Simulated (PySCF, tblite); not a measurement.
Isomers of C4H3FO, one GFN2-xTB conformer each. Single-point energies are computed at PBE0/pcSseg-1 (PySCF, gas phase, no added dispersion term), electronic only.

**Question.** Rank them by PBE0/pcSseg-1 energy, lowest first (kcal/mol).
A. `Cc1c(F)c1=O`
B. `[O:1]=[C:2]=[CH:3]/[CH:4]=[CH:5]/[F:6]` with C2–C3–C4–C5 180°
C. `Fc1ccoc1`
D. `O=C1CC=C1F`

**Answer.** C (0.0), B (13.7), D (14.6), A (29.5).

As drawn, the highest has a three-membered ring, which the lowest lacks. Neighbours under 2.5 kcal/mol apart (O=C=C/C=C/F and O=C1CC=C1F) can change places with a better method, another conformer or zero-point energy. GFN2-xTB itself gives, in the same order: 0.0, 28.3, 34.7, 49.3. Both levels put the same isomer lowest; measured from each level's own lowest isomer, the values differ by up to 20.1 kcal/mol (O=C1CC=C1F: 34.7 against 14.6).

**Question.** Which frontier levels, dipoles and rotational constants go with these structures?

**Answer.** 
```json
{"SMILES": "Fc1ccoc1", "HOMO (eV, PBE0/pcSseg-1)": "-6.88", "LUMO (eV)": "0.06", "dipole (D)": "1.15", "A, B, C (MHz)": "9454, 3487, 2547"}
{"SMILES": "O=C=C/C=C/F", "HOMO (eV, PBE0/pcSseg-1)": "-6.34", "LUMO (eV)": "-1.36", "dipole (D)": "1.46", "A, B, C (MHz)": "28480, 1309, 1252"}
{"SMILES": "O=C1CC=C1F", "HOMO (eV, PBE0/pcSseg-1)": "-7.85", "LUMO (eV)": "-1.82", "dipole (D)": "3.44", "A, B, C (MHz)": "5718, 3899, 2353"}
{"SMILES": "Cc1c(F)c1=O", "HOMO (eV, PBE0/pcSseg-1)": "-7.34", "LUMO (eV)": "-0.48", "dipole (D)": "4.18", "A, B, C (MHz)": "3935, 3802, 1957"}
```

**Question.** What happens when harmonic zero-point energies from GFN2-xTB frequencies are added?

**Answer.** 
```json
{"SMILES": "Fc1ccoc1", "ZPE (kcal/mol)": "37.9", "electronic (kcal/mol)": "0.0", "with ZPE (kcal/mol)": "0.0"}
{"SMILES": "O=C=C/C=C/F", "ZPE (kcal/mol)": "35.7", "electronic (kcal/mol)": "13.7", "with ZPE (kcal/mol)": "11.5"}
{"SMILES": "O=C1CC=C1F", "ZPE (kcal/mol)": "36.9", "electronic (kcal/mol)": "14.6", "with ZPE (kcal/mol)": "13.6"}
{"SMILES": "Cc1c(F)c1=O", "ZPE (kcal/mol)": "36.1", "electronic (kcal/mol)": "29.5", "with ZPE (kcal/mol)": "27.7"}
```

The zero-point energies span 2.2 kcal/mol. The order is unchanged.
